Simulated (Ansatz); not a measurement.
System: rock-salt PbTe. Method: G0W0@PBE (plane waves, hard PAW, contour deformation; Ansatz, a program for electronic structure).

The same calculation (at the measured cell, 33.730 Å³/atom) with different numerical settings; throughout: k mesh 2×2×2:

| run | response cutoff (eV) | empty bands | quasiparticle gap on the mesh (eV) | quasiparticle gap at Γ (eV) | rough time |
|---|---|---|---|---|---|
| 1 | 100 | 281 | 0.881 | 5.422 | 20 core-s |
| 2 | 150 | 517 | 0.935 | 5.380 | 50 core-s |
| 3 | 200 | 796 | 0.970 | 5.372 | 100 core-s |
| 4 | 250 | 1112 | 0.984 | 5.414 | 4 core-min |
| 5 | 300 | 1462 | 0.992 | 5.411 | 5 core-min |

In the column quasiparticle gap on the mesh (eV) the first row differs from the last by -0.111 and the next to last by -0.008.

The last row is no converged limit: other settings stay fixed.

Spin–orbit coupling is not included.

Note: filled d or f shells below the valence bands can shift G0W0 gaps through exchange with them, which wasn't tested here.
